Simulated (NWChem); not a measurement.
# P (-1)

SMILES: [P-]
```xyz
1

P      0.0000     0.0000     0.0000
```
Charge -1, spin multiplicity 3.

Program: NWChem.

The correlated methods keep 5 core orbitals frozen. No SCF solution was tested for a lower state.

Worked example. A B2PLYP run in def2-SVPD ends its self-consistent part (53 % exact exchange, 47 % B88, 73 % LYP) at -340.98074 Ha, and second-order perturbation theory on those orbitals gives -0.10702 Ha unscaled.

The perturbative term enters with the weight 0.27: -340.98074 + 0.27·(-0.10702) = -341.00964 Ha is the total energy.
